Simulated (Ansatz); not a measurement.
System: fcc Ag. Method: PBE0-D3(BJ) (Ansatz, a program for electronic structure, plane waves, PAW).

Run with plane-wave cutoff 460 eV, 14×14×14 k mesh, Fermi–Dirac smearing 0.05 eV, no spin polarisation, scalar-relativistic PAW data made under PBE.

Cell (relaxed at this level):

```yaml
crystal:
  lattice:
    - [0.00000, 2.02589, 2.02589]
    - [2.02589, 0.00000, 2.02589]
    - [2.02589, 2.02589, 0.00000]
  atoms:
    - { symbol: Ag, position: [0.00000, 0.00000, 0.00000] }
```

Give the computed bulk modulus B0 and pressure derivative B′ of the bulk modulus.


- bulk modulus B0: 114 GPa
- pressure derivative B′ of the bulk modulus: 5.9

Measured, for comparison: bulk modulus 110 GPa (corrected for temperature and zero-point phonon effects, our sources range from 104 to 111; as tabulated in Levämäki et al. (2014), arXiv:1402.3671). Computed (rounded) less measured: bulk modulus +4 % (+3 % to +10 % over the range).

Computing time: about 15 core-minutes (a rough figure).
